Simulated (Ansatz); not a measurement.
Basis-set extrapolation for cyclopentanone, C₅H₈O (PBE0-D4/def2-TZVP geometry, frozen core, Ansatz). Multiplicity 1, RHF reference.

```
                      def2-TZVPP   def2-QZVPP
                 HF  -268.968764  -268.980851
    MP2 correlation    -1.060221    -1.130857
CCSD(T) correlation    -1.148111      not run
```

Energies in hartree. Use E(X) = E(∞) + A·exp(−7.88·√X) for Hartree–Fock and E(X) = E(∞) + B·X^(−2.97) for correlation, with X = 3 and 4, and add CCSD(T) minus MP2 of the smaller set to the MP2 limit.

Question: What is the CCSD(T) energy at the basis-set limit?

Answer: HF limit: -268.980851 + (-0.012087) × 0.13774 = -268.98252. MP2 limit: -1.130857 + (-0.070636) × 0.74074 = -1.18318. Higher-order term: -1.148111 − (-1.060221) = -0.08789. Total: -270.25359 hartree, 358.9 kJ/mol below CCSD(T)/def2-TZVPP.
